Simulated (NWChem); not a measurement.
Species: fluoromethane (CH$_{3}$F); SMILES CF

```xyz
5

C      0.0000     0.0000    -0.6018
F      0.0000     0.0000     0.7616
H      0.7326     0.7326    -0.9796
H      0.2681    -1.0007    -0.9796
H     -1.0007     0.2681    -0.9796
```
Atoms are numbered in this order, from 1.

Level: PBE0/def2-SVP (NWChem); excitation at 532 nm, off resonance, unscaled harmonic frequencies. All runs use the structure optimised with PBE0/def2-SVP.

### Question
Give the Raman lines with relative activities.

### Answer
```
wavenumber (cm⁻¹)  relative intensity
-----------------  ------------------
1141                              2.8
1200                              6.6
1469                               24
1493                              3.1
3038                              100
3138                               91
```
